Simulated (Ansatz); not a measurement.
Zinc-blende ZnSe: PBE at its full settings (plane-wave cutoff 520 eV, 10×10×10 k mesh, Fermi–Dirac smearing 0.01 eV, scalar-relativistic PAW data made under PBE) and at cheaper ones, in a cell of 2 atoms with Γ-centred meshes.

```csv
level and setting,lattice parameter a (Å),bulk modulus B0 (GPa)
PBE (Ansatz),5.733,56.7
PBE (2×2×2 k mesh) (Ansatz),5.915,46.0
PBE (4×4×4 k mesh) (Ansatz),5.743,56.3
PBE (6×6×6 k mesh) (Ansatz),5.733,56.7
PBE (Fermi-Dirac smearing of 0.3 eV) (Ansatz),5.735,56.1
```

Largest shifts from the full settings: lattice constant a +3.17 % (PBE (2×2×2 k mesh)), against a difference of +1.15 % of the full result from the reference 5.668 Å (measured, room temperature, not corrected to a static lattice; as tabulated in Albrecht et al. (1997), arXiv:cond-mat/9706128); bulk modulus -18.9 % (PBE (2×2×2 k mesh)), against a difference of -9.1 % of the full result from the reference 62.4 GPa (measured, temperature not stated, no zero-point or thermal correction, sources range from 62.4 to 69.3; as tabulated in Toher et al. (2017), arXiv:1611.05714).

Ansatz's density-functional and Hartree–Fock values are scalar-relativistic unless marked +SOC, with PAW data made under PBE.

Run with cheap settings on purpose, which may leave them unconverged: PBE (2×2×2 k mesh), PBE (4×4×4 k mesh), PBE (6×6×6 k mesh), PBE (Fermi-Dirac smearing of 0.3 eV).

Ansatz is an electronic-structure program.
